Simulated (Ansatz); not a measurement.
# Relaxing Mo₂Ir

Level of theory: Ansatz 0.2.0, DFT PBE, scalar-relativistic, plane waves, PAW. Cutoff 420 eV, Γ-centred k mesh, Gaussian smearing, no spin polarisation in the final step.

This is the end of a relaxation of cell and atoms.

```
CELL_PARAMETERS angstrom
0.00000 3.61103 3.61103
3.61103 0.00000 3.61103
3.61103 3.61103 0.00000
ATOMIC_POSITIONS crystal
Mo 0.62500 0.62500 0.62500
Mo 0.12500 0.62500 0.62500
Mo 0.62500 0.62500 0.12500
Mo 0.62500 0.12500 0.62500
Ir 0.00000 0.00000 0.00000
Ir 0.25000 0.25000 0.25000
```

Energies over the elements count from the elements' standard structures at the same level, with no empirical corrections.

What space group does it have?

Fd-3m (No. 227). Conventional cell: a = 7.222 Å. Around Mo lie 6 Mo at 2.55 Å and 6 Ir at 2.99 Å; around Ir lie 12 Mo at 2.99 Å and 4 Ir at 3.13 Å.

How far does it lie from the elements in energy?

0.20 eV/atom.

Is it a metal?

Yes, bands cross the Fermi level on the 10×10×10 mesh.

The final run used a 10×10×10 mesh on its 6-atom cell and 0.10 eV smearing. For metals, differences of a few meV/atom aren't resolved. Spin–orbit coupling is left out. The cell came from a trial start, so Mo₂Ir may not exist in this structure.

Cost: 3 runs of about 1.2 core-minutes in all, on Arm Neoverse V1 (shared hosts).